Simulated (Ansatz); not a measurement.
**CH₃AlN radical (SMILES [CH]1[NH][AlH]1): one structure at several levels**

An exercise on one series of results from a longer session: the logs are not shown, and one member is left open.

Method: single points in def2-TZVPP; program: Ansatz 0.2.0, Gaussian basis.

Cores are frozen in the correlated methods. Orbitals are unrestricted. B3LYP uses VWN-RPA correlation.

### Starting geometry

SMILES `[CH]1[NH][AlH]1`, 6 atoms, charge 0, spin multiplicity 2.

Atoms are counted from 1 here; the program's logs count them from 0.

Bond lengths: C1–N2 1.225 Å, C1–Al3 2.059 Å, C1–H4 1.130 Å, N2–Al3 1.954 Å, N2–H5 1.034 Å, Al3–H6 1.531 Å. Angles: N2–C1–Al3 67.6°, N2–C1–H4 121.0°, Al3–C1–H4 166.8°, C1–N2–Al3 77.0°, C1–N2–H5 119.1°, Al3–N2–H5 160.5°, C1–Al3–N2 35.4°, C1–Al3–H6 127.4°, N2–Al3–H6 104.0°.

As a file:

```xyz
6
CH3AlN
C    -0.3584   -0.8450   -0.2552
N     0.2612    0.1669   -0.5588
Al    0.6280   -0.0184    1.3515
H    -1.0982   -1.3115   -0.9708
H     0.0915    0.6022   -1.4811
H     0.4905    1.4066    1.8943
```

Set-up of the first run:

File run/in.yaml:

```yaml
crystal:
  periodic: [false, false, false]
  atoms:
    - {symbol: C, position_ang: [-0.358400, -0.845000, -0.255200]}
    - {symbol: N, position_ang: [0.261200, 0.166900, -0.558800]}
    - {symbol: Al, position_ang: [0.628000, -0.018400, 1.351500]}
    - {symbol: H, position_ang: [-1.098200, -1.311500, -0.970800]}
    - {symbol: H, position_ang: [0.091500, 0.602200, -1.481100]}
    - {symbol: H, position_ang: [0.490500, 1.406600, 1.894300]}
basis:
  gaussian: {orbitals: def2-TZVPP}
magnetization: {spin_polarized: true, initial_magnetization: 1}
correlation: {method: ccsd_t}
scf: {omitted_lower_state_checks: [cluster_reference]}
output: {forces: true}
```

No record of the launch command was kept for these runs.

Steps of the session up to this table: CCSD(T)/def2-TZVPP; PBE0-D4/def2-TZVPP; wB97M-V/def2-TZVPP; r2SCAN-D4/def2-TZVPP; PBE-D4/def2-TZVPP; SPW92/def2-TZVPP; B3LYP-D4/def2-TZVPP.

One of the session's tables, all rows but one given; the rest of the session is left out.

```
   method  RMS force component (eV/Å)  angle to CCSD(T) forces (°)  dipole (D)
  CCSD(T)                       1.982                    reference        2.82
  PBE0-D4                       1.659                          4.4        2.83
  wB97M-V                       1.736                          2.6        2.65
r2SCAN-D4                       1.687                          3.6        2.89
   PBE-D4                       1.772                          5.5        2.86
    SPW92                       1.514                          9.1        2.94
 B3LYP-D4                           ?                            ?           ?
```

Q: Estimate the row for B3LYP-D4 from the others.

**Answer.** RMS force component (eV/Å): 1.664; angle to CCSD(T) forces (°): 3.0; dipole (D): 2.72. In the column «RMS force component (eV/Å)» it lies between PBE0-D4 (1.659) and r2SCAN-D4 (1.687).
